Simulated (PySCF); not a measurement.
**AlH3Cl− (SMILES [AlH3-][Cl]): SVWN5/STO-3G**

What is the energy change on altering one bond length of AlH3Cl− at SVWN5/STO-3G? The job is set up through a Python script.

The calculation is run with PySCF 2.14.0.

12 further runs of the same task are left out: 1 that didn't finish, 11 set aside as unsound or not needed.

**1. The structure to begin with**

The species is AlH3Cl− (5 atoms), meant as a singlet with charge -1. SMILES: `[AlH3-][Cl]`. The shape comes from GFN2-xTB, which is rough for such elements, and wasn't checked as a minimum.

Bond lengths: Al1–Cl2 2.098 Å, Al1–H3 1.609 Å, Al1–H4 1.608 Å, Al1–H5 1.608 Å. Angles: Cl2–Al1–H3 107.0°, Cl2–Al1–H4 107.0°, Cl2–Al1–H5 107.1°, H3–Al1–H4 111.8°, H3–Al1–H5 111.7°, H4–Al1–H5 111.8°.

**2. A single-point energy at SVWN5/STO-3G**

run.py reads:

```python
# [AlH3-][Cl]
from pyscf import gto, dft

system = gto.M(
    atom='''
Al     0.109160    -0.000440    -0.082500
Cl    -1.562720    -0.002110     1.184250
H      0.226090     1.478490    -0.704190
H     -0.160190    -1.106410    -1.218300
H      1.387660    -0.369540     0.820730
''',
    spin=0,
    verbose=4,
    charge=-1,
    basis='sto-3g',
    max_memory=1860,
)

mf = dft.RKS(system)
mf.xc = 'svwn'
mf.conv_tol = 1e-10
mf.grids.level = 5
mf.kernel()
if not mf.converged:
    mf = mf.newton().run(mf.mo_coeff, mf.mo_occ)

e_final = mf.e_tot
print('E = %.10f Eh' % e_final)
```

Started as:

```sh
$ OMP_NUM_THREADS=1 python run.py
```

Standard output:

```text
PySCF version 2.14.0

[INPUT] num. atoms = 5
[INPUT] num. electrons = 34
[INPUT] charge = -1
[INPUT] spin (= nelec alpha-beta = 2S) = 0
[INPUT] symmetry False subgroup None
[INPUT] Mole.unit = angstrom
[INPUT] Symbol           X                Y                Z      unit          X                Y                Z       unit  Magmom
[INPUT]  1 Al     0.109160000000  -0.000440000000  -0.082500000000 AA    0.206282503758  -0.000831479495  -0.155902405277 Bohr   0.0
[INPUT]  2 Cl    -1.562720000000  -0.002110000000   1.184250000000 AA   -2.953112809380  -0.003987322123   2.237908163016 Bohr   0.0
[INPUT]  3 H      0.226090000000   1.478490000000  -0.704190000000 AA    0.427248179503   2.793941177908  -1.330726239657 Bohr   0.0
[INPUT]  4 H     -0.160190000000  -1.106410000000  -1.218300000000 AA   -0.302715227894  -2.090811881480  -2.302253337558 Bohr   0.0
[INPUT]  5 H      1.387660000000  -0.369540000000   0.820730000000 AA    2.622297354014  -0.698329392072   1.550954922214 Bohr   0.0

nuclear repulsion = 78.1966898198497
number of shells = 13
number of NR pGTOs = 63
number of NR cGTOs = 21
basis = sto-3g
ecp = {}

******** <class 'pyscf.dft.rks.RKS'> ********
method = RKS
initial guess = minao
damping factor = 0
level_shift factor = 0
DIIS = <class 'pyscf.scf.diis.CDIIS'>
diis_start_cycle = 1
diis_space = 8
diis_damp = 0
SCF conv_tol = 1e-10
SCF conv_tol_grad = None
SCF max_cycles = 50
direct_scf = True
direct_scf_tol = 1e-13
XC library pyscf.dft.libxc version 7.0.0
    S. Lehtola, C. Steigemann, M. J.T. Oliveira, and M. A.L. Marques.,  SoftwareX 7, 1–5 (2018)
XC functionals = svwn
    P. A. M. Dirac.,  Math. Proc. Cambridge Philos. Soc. 26, 376 (1930)
    F. Bloch.,  Z. Phys. 57, 545 (1929)
    S. H. Vosko, L. Wilk, and M. Nusair.,  Can. J. Phys. 58, 1200 (1980)
radial grids:
    Treutler-Ahlrichs [JCP 102, 346 (1995); DOI:10.1063/1.469408] (M4) radial grids

becke partition: Becke, JCP 88, 2547 (1988); DOI:10.1063/1.454033
pruning grids: <function nwchem_prune>
grids dens level: 5
symmetrized grids: False
atomic radii adjust function: <function treutler_atomic_radii_adjust>
small_rho_cutoff = 0
Set gradient conv threshold to 1e-05
Initial guess from minao.
tot grids = 156720
init E= -693.315434446947
  HOMO = -0.295884331628983  LUMO = 0.123237903121101  gap/eV = 11.40490
cycle= 1 E= -693.80573567346  delta_E= -0.49  |g|= 0.201  |ddm|= 2.15
  HOMO = 0.119635532300378  LUMO = 0.501234708777297  gap/eV = 10.38384
cycle= 2 E= -693.810996566018  delta_E= -0.00526  |g|= 0.169  |ddm|= 0.677
  HOMO = 0.114031603789676  LUMO = 0.521096997491201  gap/eV = 11.07681
cycle= 3 E= -693.821511241805  delta_E= -0.0105  |g|= 0.0141  |ddm|= 0.304
  HOMO = 0.113658858275318  LUMO = 0.519416529008499  gap/eV = 11.04123
cycle= 4 E= -693.821607208973  delta_E= -9.6e-05  |g|= 0.000999  |ddm|= 0.0323
  HOMO = 0.113599380925071  LUMO = 0.519355594278676  gap/eV = 11.04119
cycle= 5 E= -693.821607856725  delta_E= -6.48e-07  |g|= 6.64e-05  |ddm|= 0.00309
  HOMO = 0.113594903328216  LUMO = 0.519355728210896  gap/eV = 11.04131
cycle= 6 E= -693.821607858846  delta_E= -2.12e-09  |g|= 1.3e-06  |ddm|= 0.000132
  HOMO = 0.113594881227391  LUMO = 0.519355605599948  gap/eV = 11.04131
cycle= 7 E= -693.821607858848  delta_E= -2.27e-12  |g|= 3.22e-07  |ddm|= 3.85e-06
  HOMO = 0.113594879991483  LUMO = 0.519355602273969  gap/eV = 11.04131
Extra cycle  E= -693.821607858848  delta_E= 3.41e-13  |g|= 2.36e-07  |ddm|= 1.36e-06
converged SCF energy = -693.821607858848
E = -693.8216078588 Eh
```

Run time: 2.6 s. Hardware: 1 thread of Arm Neoverse N1, shared host; peak memory 0.14 GiB.

**3. The distorted shape at the same level**

input.py reads:

```python
from pyscf import gto, dft

system = gto.M(
    atom=[
    ('Al', (0.085778, -0.296180, 0.041819)),
    ('Cl', (-1.586102, -0.297850, 1.308569)),
    ('H', (0.226090, 1.478490, -0.704190)),
    ('H', (-0.183572, -1.402150, -1.093981)),
    ('H', (1.364278, -0.665280, 0.945049)),
],
    spin=0,
    basis='sto-3g',
    max_memory=1860,
    verbose=3,
    charge=-1,
)

myscf = dft.RKS(system, xc='svwn')
myscf.conv_tol = 1e-10
myscf.grids.level = 5
myscf.kernel()
if not myscf.converged:
    myscf = myscf.newton().run(myscf.mo_coeff, myscf.mo_occ)

e_final = myscf.e_tot
print('Final energy', e_final)
```

Started as:

```sh
$ OMP_NUM_THREADS=1 python input.py
```

Standard output:

```text
converged SCF energy = -693.786223112769
Final energy -693.7862231127685
```

It took 2.7 s on 1 thread of Arm Neoverse N1, shared host; peak memory 0.14 GiB.

**4. Results**

At SVWN5/STO-3G:

| quantity | value |
| --- | --- |
| first shape: total energy | -693.82161 Eh |
| first shape: HOMO energy | 3.09 eV |
| first shape: LUMO energy | 14.13 eV |
| first shape: HOMO–LUMO gap (to an unbound level, set by the basis) | 11.04 eV |
| distorted shape: total energy | -693.78622 Eh |
| distorted shape: HOMO energy | 3.53 eV |
| distorted shape: LUMO energy | 12.40 eV |
| distorted shape: HOMO–LUMO gap (to an unbound level, set by the basis) | 8.88 eV |
| energy change with the Al1–H3 bond stretched from 1.609 to 1.930 Å | 0.963 eV |

With the Al1–H3 bond stretched from 1.609 to 1.930 Å the energy rises by 0.96 eV (92.9 kJ/mol). The first shape isn't relaxed at this level, so the change isn't measured from a minimum. The minimal basis adds a large error of its own. The HOMO (first shape) lies at positive energy, 3.09 eV, as semi-local functionals often give for anions; only total energies tell whether the electron is bound. The HOMO (distorted shape) lies at positive energy, 3.53 eV, as semi-local functionals often give for anions; only total energies tell whether the electron is bound.
